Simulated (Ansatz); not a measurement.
CH₆AlB, SMILES `C[BH][AlH2]`. Total charge 0; spin multiplicity 1.

| atom | x (Å) | y (Å) | z (Å) |
| --- | --- | --- | --- |
| C1 | -0.5507 | -0.7580 | -1.1118 |
| B2 | -0.0210 | 0.5055 | -0.3699 |
| Al3 | 0.7963 | 0.5888 | 1.5932 |
| H4 | -0.2261 | -1.7311 | -0.7402 |
| H5 | -0.4400 | -0.7202 | -2.1992 |
| H6 | -1.6406 | -0.7040 | -0.9340 |
| H7 | -0.1591 | 1.5470 | -0.9644 |
| H8 | -0.1306 | 0.7472 | 2.8836 |
| H9 | 2.3719 | 0.5248 | 1.8426 |

Problem. List the harmonic frequencies (cm⁻¹, unscaled) at PBE0-D4/def2-TZVP in Ansatz. (An estimate is asked.)

Solution. Computed: 126, 146, 171, 328, 474, 560, 580, 777, 794, 823, 1030, 1114, 1295, 1414, 1470, 1883, 1886, 2531, 2979, 3078, 3130.

Problem. Is this a minimum?

Solution. Yes, all 21 modes are real.

Problem. Give the ideal-gas thermochemistry at 298.15 K and 1 bar (rigid rotor, harmonic oscillator; point group C1, symmetry number 1).

Solution. Zero-point energy 159.0 kJ/mol; H(298) − E = 177.5 kJ/mol; entropy 309.9 J/(mol·K), of which translation 159.0, rotation 100.6, vibration 50.2; G(298) − E = 85.1 kJ/mol.

Problem. And at 400, 500, 600, 800 and 1000 K?

Solution. 
```json
{"T (K)": "400", "H − E (kJ/mol)": "187.6", "S (J/mol/K)": "338.9", "G − E (kJ/mol)": "52.0"}
{"T (K)": "500", "H − E (kJ/mol)": "199.0", "S (J/mol/K)": "364.4", "G − E (kJ/mol)": "16.8"}
{"T (K)": "600", "H − E (kJ/mol)": "211.7", "S (J/mol/K)": "387.4", "G − E (kJ/mol)": "-20.8"}
{"T (K)": "800", "H − E (kJ/mol)": "239.9", "S (J/mol/K)": "427.9", "G − E (kJ/mol)": "-102.4"}
{"T (K)": "1000", "H − E (kJ/mol)": "271.2", "S (J/mol/K)": "462.8", "G − E (kJ/mol)": "-191.6"}
```

Problem. Rotational constants (cm⁻¹)?

Solution. 1.084, 0.1284, 0.1235.
